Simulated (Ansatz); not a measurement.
`C[SiH2]C`, relaxed with RKS PBE-D4/def2-SVP in the Gaussian-basis code of Ansatz from a rough embedded geometry. The force threshold is 0.03 eV/Å; the program also tests the step.

The species carries charge 0 and has multiplicity 1.

Start:

```xyz
11

C     1.370    0.316    0.556
Si   -0.019   -0.719    0.106
C    -1.352    0.277   -0.632
H     2.172   -0.230    1.011
H     1.151    1.093    1.311
H     1.856    0.853   -0.313
H    -0.553   -1.393    1.312
H     0.383   -1.725   -0.852
H    -1.734    1.072    0.010
H    -2.238   -0.338   -0.934
H    -1.036    0.792   -1.575
```

(1) How much energy does the relaxation release, and in how many steps? (Estimate.)

(2) Which bonds change most? (Best estimate.)

(3) Give the relaxed structure. (Estimate.)

## Answers

(1) Ansatz gave: 0.28 eV, in 4 steps.

(2) Computed: C1–Si2 from 1.790 to 1.892 Å; Si2–C3 from 1.820 to 1.892 Å; Si2–H8 from 1.446 to 1.509 Å; C1–H4 from 1.071 to 1.109 Å.

(3) The calculation gave: 
```xyz
11

C     1.448    0.350    0.582
Si   -0.035   -0.725    0.106
C    -1.416    0.305   -0.678
H     2.251   -0.262    1.040
H     1.154    1.129    1.315
H     1.872    0.859   -0.307
H    -0.564   -1.424    1.334
H     0.409   -1.792   -0.865
H    -1.778    1.083    0.024
H    -2.279   -0.334   -0.953
H    -1.060    0.812   -1.598
```
